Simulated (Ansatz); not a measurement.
Isolated molecules relaxed with PBE0-D4/def2-TZVP in Ansatz; ΔE leaves out vibrations. CBS: MP2 limit from def2 TZ/QZ plus the TZ coupled-cluster correction, frozen cores. Functionals use def2-TZVPP.

Reaction (isomerisation): `C1CCC1` → `C/C=C/C`

`C1CCC1`:

Z-matrix (Å, degrees):
```
C
C 1 1.541
C 1 1.541 2 88.3
H 1 1.093 2 111.3 3 112.2
H 1 1.091 2 118.1 3 -121.3
C 2 1.541 1 88.3 3 -19.5
H 2 1.091 1 118.1 3 -140.8
H 2 1.093 1 111.3 3 92.7
H 3 1.091 1 118.1 2 140.8
H 3 1.093 1 111.3 2 -92.7
H 6 1.091 2 118.1 1 140.8
H 6 1.093 2 111.3 1 -92.7
```

`C/C=C/C`:

Cartesian coordinates in Å:
```
C 1.087 -1.593 -0.280
C 0.079 -0.505 -0.423
C -0.079 0.505 0.423
C -1.087 1.593 0.279
H 0.607 -2.575 -0.223
H 1.762 -1.625 -1.142
H 1.692 -1.459 0.620
H -0.571 -0.559 -1.295
H 0.571 0.558 1.296
H -1.761 1.626 1.142
H -0.606 2.575 0.222
H -1.693 1.459 -0.619
```

```csv
level,ΔE (kcal/mol),difference from CCSD(T)/CBS
PBE-D4,-7.3,0.5
r2SCAN-D4,-8.4,-0.6
ωB97M-V,-6.7,1.1
r2SCAN,-8.5,-0.7
HF/def2-SVP,-9.9,-2.1
CCSD/def2-TZVPP,-7.1,0.7
CCSD(T)/def2-TZVPP,-7.3,0.5
HF/def2-QZVPP,-11.3,-3.5
MP2/def2-QZVPP,-6.1,1.7
CCSD/CBS(def2),-7.6,0.2
CCSD(T)/CBS,-7.8,0
```

Largest T1 diagnostic among the species: 0.010.

At CCSD(T), def2-SVP lies +0.8 kcal/mol from the extrapolated value and def2-TZVPP +0.5 kcal/mol. In def2-TZVPP, CCSD(T) changes the Hartree–Fock value by +3.9 kcal/mol (the triples alone add −0.2 kcal/mol) and MP2 by +5.4 kcal/mol.
